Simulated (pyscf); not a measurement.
Cl–BH–Cl + hydrogen fluoride (HF) → F–B(Cl)–Cl + hydrogen (H₂) (four-centre exchange; singlet surface; B–H, F–H broken, B–F, H–H formed). Optimised with ωB97X-D3(BJ)/def2-SVP in PySCF. Energies in kJ/mol from the separated reactants.

| level | barrier | reaction energy |
|---|---|---|
| ωB97X-D3(BJ)/def2-TZVP | [?] | -117.1 |
| PBE/def2-TZVP | [?] | [?] |
| B3LYP-D3(BJ)/def2-TZVP | 90.5 | -119.3 |
| M06-2X/def2-TZVP | 89.7 | -122.8 |
| ωB97M-D3(BJ)/def2-TZVP | 86.4 | -118.1 |
| HF/def2-TZVP | 168.8 | -112.4 |

Fill in the missing entries.


- ωB97X-D3(BJ)/def2-TZVP, barrier: 88.2
- PBE/def2-TZVP, barrier: 63.4
- PBE/def2-TZVP, reaction energy: -117.6

The functionals in the table span 27.0 kJ/mol in this barrier, from PBE to B3LYP-D3(BJ). The same reactants have a lower exit, to HCl + F–BH–Cl (barrier +49.1 kJ/mol at ωB97M-D3(BJ)/def2-TZVP, against +86.4 kJ/mol here). This is the saddle that the search found; another between the same sides may lie lower.
